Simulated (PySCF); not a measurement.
F₃NS.
Numbering: `[N:1]#[S:2]([F:3])([F:4])[F:5]`

Method: PBE0-D3(BJ)/def2-TZVP geometry optimisation, gas phase in PySCF 2.14.0; density fitting, grid level 2; the optimiser is geomeTRIC in internal coordinates, started from a GFN2-xTB structure with every atom displaced at random (about 0.01 Å).

At the end of the run (lengths in Å): S2–F5 1.555, S2–F3 1.555, S2–F4 1.555, N1≡S2 1.409, N1–S2–F3 122.5°, F3–S2–F4 93.7°.

**Question.** These geometries were met on the way; a selection of coordinates is given. Order them by energy above the end point, lowest first.
A. S2–F5 1.566, S2–F3 1.543, S2–F4 1.551, N1≡S2 1.415, N1–S2–F3 127.6°, F3–S2–F4 92.9°
B. S2–F5 1.626, S2–F3 1.614, S2–F4 1.597, N1≡S2 1.414, N1–S2–F3 122.2°, F3–S2–F4 91.5°
C. S2–F5 1.559, S2–F3 1.553, S2–F4 1.555, N1≡S2 1.409, N1–S2–F3 123.4°, F3–S2–F4 93.6°

**Answer.** C (0.002 eV), A (0.048 eV), B (0.167 eV).

```json
{"step": "3", "E above end (eV)": "0.002", "rms distance from the end, all atoms (Å)": "0.007", "largest force (eV/Å)": "0.258", "rms shift of all bonds from the end (Å)": "0.002"}
{"step": "2", "E above end (eV)": "0.048", "rms distance from the end, all atoms (Å)": "0.041", "largest force (eV/Å)": "1.445", "rms shift of all bonds from the end (Å)": "0.009"}
{"step": "0", "E above end (eV)": "0.167", "rms distance from the end, all atoms (Å)": "0.041", "largest force (eV/Å)": "2.907", "rms shift of all bonds from the end (Å)": "0.051"}
```

Rows stand in the order of the answer.
